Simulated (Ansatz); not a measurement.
# What a trial cell of Li2V relaxes into

Method: DFT PBE, scalar-relativistic, plane waves, PAW in Ansatz 0.2.0. Cutoff 420 eV, Γ-centred k mesh, Gaussian smearing, no spin polarisation in the final step.

The start puts Li2V on the CaC2 structure type (I4/mmm, No. 139), with V in place of Ca, Li in place of C, at a guessed volume.

```
Li V
1.0
    -1.81325    1.81325    2.97392
     1.81325   -1.81325    2.97392
     1.81325    1.81325   -2.97392
Li V
2 1
Direct
  0.59300 0.59300 0.00000
  0.40700 0.40700 0.00000
  0.00000 0.00000 0.00000
```

Steps on the 6×6×6 mesh (3 atoms). 12 of 42 steps are shown, and the free energy counts from the last. Trial steps that were taken back and renewals of the plane-wave basis can be among the rows.

```csv
step,ΔF (meV/atom),V (Å³/atom),P (GPa),largest force component (eV/Å)
1,1912.9,13.04,15.35,8.140
5,635.4,15.31,5.79,0.641
8,474.4,15.99,0.21,0.015
12,341.2,16.55,1.77,0.027
16,261.6,15.17,0.19,0.109
20,214.6,15.14,1.42,0.003
23,151.6,14.36,0.40,0.135
27,83.2,13.74,2.31,0.082
31,49.9,14.16,2.01,0.004
35,8.1,14.53,1.28,0.013
38,2.8,15.07,-0.10,0.099
42,0.0,15.01,0.05,0.000
```

A final relaxation ran on a 26×26×26 mesh. The relaxed crystal, I4/mmm (No. 139):

```
Li V
1.0
    -1.22916    1.22916    7.40541
     1.22916   -1.22916    7.40541
     1.22916    1.22916   -7.40541
Li V
2 1
Direct
  0.66247 0.66247 0.00000
  0.33753 0.33753 0.00000
  0.00000 0.00000 0.00000
```

```
Volume per atom          : 14.92 Å³
Density                  : 2.41 g/cm³
Energy over the elements : 0.36 eV/atom
Gap on the 26×26×26 mesh : 0 eV (a metal)
```

The zero of energy is the elements' standard structures at the same level; no fitted shifts are applied.

The final run used a 26×26×26 mesh on its 3-atom cell and 0.10 eV smearing. The k mesh leaves about 4 meV/atom of noise in metals.

A structure relaxed within its symmetry needn't be a true minimum.

Cost: 4 runs of about 7.6 core-minutes in all, on Arm Neoverse V2 (shared hosts).